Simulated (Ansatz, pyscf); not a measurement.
HN=SiH–SiH₃ → HN=Si: [singlet] + silane (SiH₄), a 1,1-elimination on the singlet surface: Si–Si, H–Si broken, H–Si formed. PySCF, gas phase, ωB97X-D3(BJ)/def2-SVP geometries. Wave-function energies: Ansatz (a program for electronic structure), frozen core, RHF or UHF references. In kcal/mol, from the reactant's lowest minimum found.

| level | barrier | reaction energy |
|---|---|---|
| M06-2X/def2-TZVP | 47.48 | -1.81 |
| ωB97X-D3(BJ)/def2-TZVP | 51.13 | +7.76 |
| CCSD(T)/cc-pV(D+d)Z | 49.93 | -5.83 |
| CCSDT(Q)/cc-pV(D+d)Z | ? | ? |
| CCSD(T)/cc-pV(T+d)Z | 48.33 | -1.30 |
| CCSD(T)/cc-pV(Q+d)Z | ? | +0.33 |

Q: Some entries are withheld; supply them.

A: 
- CCSDT(Q)/cc-pV(D+d)Z, barrier: 49.44
- CCSDT(Q)/cc-pV(D+d)Z, reaction energy: -5.86
- CCSD(T)/cc-pV(Q+d)Z, barrier: 48.64

In cc-pV(D+d)Z, going from CCSD(T) to CCSDT(Q) shifts the barrier by -0.49 and the reaction energy by -0.02 kcal/mol. With HF in the quadruple-zeta basis and the correlation energy extrapolated as X⁻³ from X = 3, 4, CCSD(T) gives 48.81 and +1.38; adding the double-zeta shift gives ΔE‡ = 48.32 and ΔE = +1.36 kcal/mol, without core correlation, relativity or geometry relaxation at these levels. HN=SiH–SiH₃ lies 28.53 kcal/mol over its isomer :HSi–NH–SiH₃ [singlet] (electronic energy, ωB97M-D3(BJ)/def2-TZVP). This is the saddle that the search found; another between the same sides may lie lower.
